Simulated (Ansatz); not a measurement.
Density of states of CrClO (Pmmn, a = 3.161 Å, b = 3.833 Å, c = 8.113 Å, α = 90.00°, β = 90.00°, γ = 90.00°), in states per eV and primitive cell, averaged over bins of 0.3 eV. All numbers below come from DFT PBEsol, scalar-relativistic, plane waves, PAW (Ansatz).

Settings: cutoff 420 eV, Γ-centred mesh 12×10×6 on the computed 6-atom cell, Gaussian smearing of 0.02 eV; collinear spin from starting moments 2.61 2.61 0 0 0 0 μB.

The cell is relaxed at this level. The states (both spins) are summed by tetrahedra on a 18×15×9 mesh at the self-consistent density. Energies are bin centres; the table starts no lower than −8 eV and ends at 6 eV, or lower where the solved bands end.

The gap is 0.58 eV at this level, with the zero inside it.

| E − E_F (eV) | total | Cr 3d up | Cr 3d down | Cl 3p up | O 2p up | Cl 3p down | O 2p down | Cr 4s up |
| --- | --- | --- | --- | --- | --- | --- | --- | --- |
| -7.90 | 1.63 | 0.36 | 0.00 | 0.05 | 1.09 | 0.00 | 0.02 | 0.07 |
| -7.60 | 2.02 | 0.29 | 0.12 | 0.04 | 0.87 | 0.03 | 0.55 | 0.04 |
| -7.30 | 2.88 | 0.25 | 0.27 | 0.07 | 0.71 | 0.07 | 1.33 | 0.03 |
| -7.00 | 3.09 | 0.49 | 0.16 | 0.16 | 1.24 | 0.05 | 0.84 | 0.04 |
| -6.70 | 4.02 | 0.60 | 0.28 | 0.25 | 1.23 | 0.17 | 1.30 | 0.03 |
| -6.40 | 4.88 | 0.91 | 0.28 | 0.46 | 1.66 | 0.23 | 1.16 | 0.03 |
| -6.10 | 6.46 | 0.89 | 0.52 | 1.11 | 1.33 | 0.70 | 1.70 | 0.05 |
| -5.80 | 6.15 | 0.62 | 0.61 | 1.00 | 0.88 | 1.23 | 1.61 | 0.04 |
| -5.50 | 4.54 | 0.41 | 0.52 | 0.61 | 0.60 | 0.98 | 1.27 | 0.02 |
| -5.20 | 3.80 | 0.41 | 0.37 | 0.74 | 0.57 | 0.70 | 0.90 | 0.02 |
| -4.90 | 4.64 | 0.48 | 0.35 | 1.25 | 0.59 | 0.95 | 0.86 | 0.03 |
| -4.60 | 5.05 | 0.43 | 0.29 | 1.53 | 0.55 | 1.33 | 0.74 | 0.04 |
| -4.30 | 6.00 | 0.36 | 0.29 | 1.59 | 0.91 | 1.80 | 0.84 | 0.04 |
| -4.00 | 6.37 | 0.38 | 0.20 | 1.67 | 0.82 | 1.84 | 1.30 | 0.01 |
| -3.70 | 7.11 | 0.63 | 0.16 | 3.05 | 0.71 | 1.76 | 0.68 | 0.01 |
| -3.40 | 7.57 | 0.51 | 0.25 | 2.18 | 0.46 | 3.33 | 0.74 | 0.01 |
| -3.10 | 3.07 | 0.03 | 0.18 | 0.09 | 0.04 | 2.31 | 0.38 | 0.00 |
| -2.80 | 0.25 | 0.00 | 0.01 | 0.01 | 0.01 | 0.17 | 0.05 | 0.00 |
| -2.50 | 0.00 | 0.00 | 0.00 | 0.00 | 0.00 | 0.00 | 0.00 | 0.00 |
| -2.20 | 0.22 | 0.20 | 0.00 | 0.01 | 0.01 | 0.00 | 0.00 | 0.00 |
| -1.90 | 1.12 | 0.95 | 0.00 | 0.07 | 0.08 | 0.00 | 0.00 | 0.00 |
| -1.60 | 4.86 | 4.09 | 0.00 | 0.34 | 0.33 | 0.00 | 0.00 | 0.03 |
| -1.30 | 6.74 | 5.34 | 0.00 | 0.65 | 0.60 | 0.00 | 0.00 | 0.05 |
| -1.00 | 5.40 | 3.94 | 0.00 | 0.73 | 0.56 | 0.00 | 0.00 | 0.05 |
| -0.70 | 1.45 | 0.98 | 0.00 | 0.17 | 0.23 | 0.00 | 0.00 | 0.03 |
| -0.40 | 0.20 | 0.13 | 0.00 | 0.03 | 0.03 | 0.00 | 0.00 | 0.00 |
| -0.10 | 0.00 | 0.00 | 0.00 | 0.00 | 0.00 | 0.00 | 0.00 | 0.00 |
| 0.20 | 0.05 | 0.04 | 0.00 | 0.00 | 0.00 | 0.00 | 0.00 | 0.00 |
| 0.50 | 1.07 | 0.76 | 0.00 | 0.10 | 0.05 | 0.00 | 0.00 | 0.00 |
| 0.80 | 4.68 | 1.73 | 1.82 | 0.30 | 0.32 | 0.08 | 0.12 | 0.01 |
| 1.10 | 7.73 | 2.12 | 3.78 | 0.48 | 0.57 | 0.19 | 0.24 | 0.01 |
| 1.40 | 5.77 | 1.53 | 2.85 | 0.38 | 0.56 | 0.15 | 0.11 | 0.00 |
| 1.70 | 9.08 | 0.91 | 6.81 | 0.12 | 0.42 | 0.38 | 0.19 | 0.00 |
| 2.00 | 5.19 | 1.21 | 2.65 | 0.12 | 0.68 | 0.13 | 0.18 | 0.01 |
| 2.30 | 2.18 | 0.00 | 1.62 | 0.00 | 0.00 | 0.16 | 0.18 | 0.00 |
| 2.60 | 4.54 | 0.00 | 3.24 | 0.00 | 0.00 | 0.39 | 0.56 | 0.00 |
| 2.90 | 2.38 | 0.00 | 1.67 | 0.00 | 0.00 | 0.18 | 0.40 | 0.00 |
| 3.20 | 1.88 | 0.00 | 1.29 | 0.00 | 0.00 | 0.10 | 0.38 | 0.00 |
| 3.50 | 2.12 | 0.00 | 1.42 | 0.00 | 0.00 | 0.10 | 0.51 | 0.00 |
| 3.80 | 0.00 | 0.00 | 0.00 | 0.00 | 0.00 | 0.00 | 0.00 | 0.00 |
| 4.10 | 0.01 | 0.00 | 0.00 | 0.00 | 0.00 | 0.00 | 0.00 | 0.01 |
| 4.40 | 0.06 | 0.00 | 0.00 | 0.00 | 0.00 | 0.00 | 0.00 | 0.03 |
| 4.70 | 0.15 | 0.00 | 0.00 | 0.00 | 0.00 | 0.00 | 0.00 | 0.05 |
| 5.00 | 0.24 | 0.00 | 0.00 | 0.01 | 0.00 | 0.00 | 0.00 | 0.08 |
| 5.30 | 0.32 | 0.00 | 0.00 | 0.01 | 0.01 | 0.01 | 0.00 | 0.09 |
| 5.60 | 0.43 | 0.00 | 0.00 | 0.01 | 0.01 | 0.01 | 0.01 | 0.13 |

The columns after the total are the main Löwdin projections on the occupied valence shells of the potentials; 5 others are left out. The rest of the total lies in those, in shells that are empty in the free atom, which aren't projected, and between the atoms.

Moments started parallel, and an antiferromagnetic order may lie lower. The cell holds layers, and where no dispersion correction was added their binding is poorly described.

Only this magnetic start was tried.

Whether CrClO exists in this form wasn't checked.

Cost: 1 run of about 3.7 core-minutes, on Intel Xeon Platinum 8488C (Sapphire Rapids) (shared hosts).